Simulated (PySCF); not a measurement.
These are B3LYP-D3(BJ)/def2-TZVP run with PySCF 2.14.0 values and carry that method's errors. All species are isolated molecules in the gas phase. B3LYP has the VWN-RPA correlation part, as in Gaussian. 

Reference species (SMILES): `N#C` (neutral, multiplicity 1).

* **S1 oscillator strength**: 0.000
* **LUMO**: -0.02 eV
* **dipole moment**: 3.03 D
* **HOMO**: -10.16 eV

Changed species: `N#CC=O` (X = formyl; the reference has X = H).

Q: Give the shifts of the S1 oscillator strength, LUMO, dipole moment and HOMO.

A: the S1 oscillator strength is nearly the same; the LUMO decreases by 3.34 eV, to -3.36 eV; the dipole moment decreases by 0.60 D, to 2.43 D; the HOMO increases by 1.19 eV, to -8.97 eV.
